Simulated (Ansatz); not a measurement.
Molecular dynamics, step by step

C₂H₃F (SMILES F.C#C), closed shell, PBE0-D4/def2-SVP (Ansatz 0.2.0). Settings (timestep in fs, temperature in K; T counts 12 degrees of freedom):

```yaml
hamiltonian: {xc: pbe0, dispersion: d4}
md: {n_steps: 60, timestep: 0.25, temperature: 1000, ensemble: nve, seed: 171, initial_velocities: maxwell_boltzmann}
```

Start (the SMILES describes the start alone):

F1  (0.072, -0.315, -2.144)
H2  (0.041, -0.181, -1.223)
C3  (0.169, 0.684, 0.761)
C4  (-0.225, -0.437, 0.915)
H5  (0.520, 1.682, 0.632)
H6  (-0.577, -1.433, 1.059)
(Å)

```csv
step,time (fs),potential energy less the start (meV),kinetic energy (meV),T (K)
0,0.00,0.0,517.0,1000
4,1.00,76.7,440.8,853
8,2.00,161.1,357.1,691
12,3.00,110.0,407.6,788
16,4.00,51.4,465.7,901
20,5.00,107.2,410.2,793
24,6.00,213.4,304.5,589
28,7.00,272.9,245.1,474
32,8.00,252.9,265.0,512
36,9.00,193.5,324.0,627
40,10.00,186.3,330.8,640
44,11.00,272.7,245.0,474
48,12.00,324.2,193.9,375
52,13.00,248.4,269.1,520
56,14.00,188.6,328.5,635
60,15.00,231.9,285.7,552
```

Step 16, positions (Å) and forces (eV/Å):

```
atom       x       y       z      Fx      Fy      Fz
  F1   0.062  -0.324  -2.142   0.109   0.034   0.409
  H2   0.231  -0.202  -1.230  -0.129  -0.016  -0.351
  C3   0.172   0.699   0.773  -0.194  -0.374   0.217
  C4  -0.210  -0.442   0.905  -0.741  -0.674  -0.322
  H5   0.439   1.730   0.731   0.299   0.374  -0.078
  H6  -0.719  -1.418   0.918   0.657   0.655   0.124
```

Step 32, positions (Å) and forces (eV/Å):

```csv
atom,x,y,z,Fx,Fy,Fz
F1,0.052,-0.332,-2.138,0.131,-0.013,0.157
H2,0.401,-0.226,-1.283,-0.170,0.033,-0.099
C3,0.172,0.708,0.788,0.132,1.540,0.416
C4,-0.202,-0.452,0.891,0.071,1.738,-0.553
H5,0.413,1.843,0.808,-0.293,-2.645,-0.099
H6,-0.782,-1.342,0.796,0.128,-0.653,0.179
```

Step 44, positions (Å) and forces (eV/Å):

```json
{"atom": "F1", "x": "0.046", "y": "-0.338", "z": "-2.134", "Fx": "0.126", "Fy": "-0.032", "Fz": "0.058"}
{"atom": "H2", "x": "0.512", "y": "-0.241", "z": "-1.338", "Fx": "-0.175", "Fy": "0.046", "Fz": "-0.010"}
{"atom": "C3", "x": "0.173", "y": "0.725", "z": "0.802", "Fx": "-1.324", "Fy": "-4.737", "Fz": "0.312"}
{"atom": "C4", "x": "-0.196", "y": "-0.448", "z": "0.876", "Fx": "0.093", "Fy": "2.286", "Fz": "-0.666"}
{"atom": "H5", "x": "0.375", "y": "1.718", "z": "0.859", "Fx": "0.915", "Fy": "2.794", "Fz": "0.082"}
{"atom": "H6", "x": "-0.803", "y": "-1.325", "z": "0.723", "Fx": "0.363", "Fy": "-0.357", "Fz": "0.224"}
```

Last step (60):

F1  (0.039, -0.347, -2.127)
H2  (0.631, -0.255, -1.418)
C3  (0.163, 0.711, 0.825)
C4  (-0.191, -0.426, 0.849)
H5  (0.419, 1.798, 0.934)
H6  (-0.773, -1.333, 0.660)
(Å)

The run took about 33 s on 2 CPU threads of an Arm Neoverse V1 (shared host).
